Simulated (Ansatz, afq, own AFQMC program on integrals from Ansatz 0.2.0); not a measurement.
AFQMC on a folder of integrals that Ansatz 0.2.0 wrote.

```yaml
crystal:
  periodic: [false, false, false]
  atoms:
    - {symbol: B, position_ang: [0.000000, -0.238444, 0.741561]}
    - {symbol: O, position_ang: [0.000000, 0.160716, -0.530327]}
    - {symbol: H, position_ang: [0.000000, 0.558957, 1.639208]}
    - {symbol: H, position_ang: [0.000000, -0.552553, -1.174989]}
basis:
  gaussian: {orbitals: cc-pVDZ}
magnetization: {spin_polarized: true, initial_magnetization: 1}
correlation: {method: ccsd_t, electrons: outside_noble_gas, hamiltonian_folder: ham}
```

```sh
$ ansatz run in.yaml --threads 1 --pin off --events-out ev --progress --plain --max-ram 1382MiB
```

afq runs on the folder ham with

```
--method phaseless --trial cisd --walkers 60 --populations 1 --least-time 40 --time-step 0.005 --steps-per-block 50 --equilibration-blocks 28 --max-blocks 300 --target-error 0.0004 --factor-cut 1e-05 --start spin_pure --seed 7664 --release-times 0.24,0.51,0.99,1.62,2.4 --release-step 0.03 --release-every 4 --taylor-order 6
```

Times are imaginary, in 1/Eh. The walk had a cap of 1172 s.

Log:

```
orbitals 36  electrons 6 5  factors 279 of 346
reference energy -100.69423520 Eh
CCSD correlation -0.27150699 Eh in 10 cycles, weight of the determinant in the CISD state 0.9104
energy of the start -100.965686 Eh
 block  time / (1/Eh)  mean weight  energy / Eh
     1     0.250  1.0007  -100.966298
     2     0.500  1.0007  -100.965059
     3     0.750  0.9996  -100.971171
     4     1.000  0.9979  -100.970422
     5     1.250  1.0015  -100.973273
    10     2.500  1.0035  -100.967818
    37     9.250  1.0013  -100.978766
    67    16.750  0.9980  -100.980739
    97    24.250  0.9999  -100.976429
   127    31.750  0.9988  -100.966463
   157    39.250  0.9967  -100.978460
   187    46.750  1.0004  -100.975914
   217    54.250  1.0011  -100.977356
   247    61.750  1.0034  -100.969714
   277    69.250  0.9991  -100.972203
blocks merged  error / Eh  count
     1  0.000292  250
     2  0.000344  125
     4  0.000379  62
     8  0.000368  31
    16  0.000445  15
released: time / (1/Eh)  energy / Eh  error  mean overlap
  0.24  -100.972922  0.000437  0.9921
  0.51  -100.973566  0.000385  0.9758
  0.99  -100.972951  0.000449  0.9862
  1.62  -100.973639  0.000605  0.9868
  2.40  -100.972270  0.000652  1.0118
energy -100.972703 +/- 0.000379 Eh
(rows thinned)
```

The run passed its tests (sampling time, drift between the halves within three errors, error under three times the target), which doesn't prove that it has relaxed. The second half of the sampling lies below the first by 2.9 errors of their difference, so the energy may still be moving and its error bar be too small.

Against this walk (error 10.3 meV) on the same determinant: CCSD(T) 15.7 meV higher (within the noise), CCSDT(Q) 16.4 meV lower (within the noise). The error is statistical and leaves out the bias of the constraint. Released to 2.40 1/Eh the energy moves by 12 ± 21 meV (both errors), within twice the noise.

Cautions: constraint bias not in the error.

The walk took 6.9 min on 1 thread of Arm Neoverse V1 (shared host). The log's last line is the phaseless energy.

CCSDT and higher add their correlation energy to the determinant of the CCSD(T) run, since their own runs factorise the integrals more tightly (a shift of under 2 meV). A walk keeps the symmetry of its determinant, which the program's search chose and which needn't be the lowest solution, so a lower state of the same spin and another symmetry isn't excluded.
